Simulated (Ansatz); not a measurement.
**C₂H₃B (SMILES B1=CC1): one structure at several levels**

An exercise on one series of results from a longer session: the logs are not shown, and one member is left open.

The runs use Ansatz 0.2.0, Gaussian basis; single points in def2-TZVPP.

Correlated methods freeze the cores.

1 further run of the same task is left out (it didn't finish).

## Starting geometry

6 atoms, charge 0, spin multiplicity 1.

Atoms are counted from 1 here; the program's logs count them from 0.

Bond lengths: B1–C2 1.343 Å, B1–C3 1.439 Å, C2–C3 1.689 Å, C2–H4 1.061 Å, C3–H5 1.083 Å, C3–H6 1.071 Å. Angles: C2–B1–C3 74.7°, B1–C2–C3 55.3°, B1–C2–H4 167.3°, C3–C2–H4 122.2°, B1–C3–C2 50.1°, B1–C3–H5 121.3°, B1–C3–H6 122.3°, C2–C3–H5 115.8°, C2–C3–H6 115.4°, H5–C3–H6 114.5°.

Coordinates:

```csv
atom,x (Å),y (Å),z (Å)
B1,-1.1969,-0.0145,-0.1654
C2,-0.2698,-0.9835,-0.1031
C3,0.0491,0.6659,0.0695
H4,0.4993,-1.6930,-0.2791
H5,0.6007,1.1259,-0.7406
H6,0.3564,0.9746,1.0483
```

Set-up of the first run:

Input file run/in.yaml:

```yaml
crystal:
  periodic: [false, false, false]
  atoms:
    - {symbol: B, position_ang: [-1.196923, -0.014473, -0.165352]}
    - {symbol: C, position_ang: [-0.269824, -0.983512, -0.103126]}
    - {symbol: C, position_ang: [0.049130, 0.665912, 0.069495]}
    - {symbol: H, position_ang: [0.499297, -1.692976, -0.279127]}
    - {symbol: H, position_ang: [0.600697, 1.125885, -0.740600]}
    - {symbol: H, position_ang: [0.356436, 0.974581, 1.048340]}
basis:
  gaussian: {orbitals: def2-TZVPP}
hamiltonian: {xc: pbe, dispersion: d4}
output: {forces: true}
```

Run with:

```bash
$ ansatz run in.yaml --threads 2 --pin off --events-out ev --progress --plain --max-ram 3481MiB
```

Steps of the session up to this table: PBE-D4/def2-TZVPP; r2SCAN-D4/def2-TZVPP; PBE0-D4/def2-TZVPP; wB97M-V/def2-TZVPP; CCSD(T)/def2-TZVPP.

One table of the session follows, with a row left open; its other results are not shown here.

```
   method  RMS force component (eV/Å)  angle to CCSD(T) forces (°)  dipole (D)
   PBE-D4                           ?                            ?           ?
r2SCAN-D4                       0.618                         25.5        0.96
  PBE0-D4                       0.591                         33.3        0.93
  wB97M-V                       0.633                         34.0        0.95
  CCSD(T)                       0.734                    reference        0.98
```

Q: Estimate the row for PBE-D4 from the others.

The run gave: RMS force component (eV/Å): 0.643; angle to CCSD(T) forces (°): 19.6; dipole (D): 0.91. In the column «RMS force component (eV/Å)» it lies between wB97M-V (0.633) and CCSD(T) (0.734).

Limits of these values: CCSD(T) in triple zeta still lacks some correlation energy of the bonds, so part of these gaps is its own basis error and they don't rank the functionals.
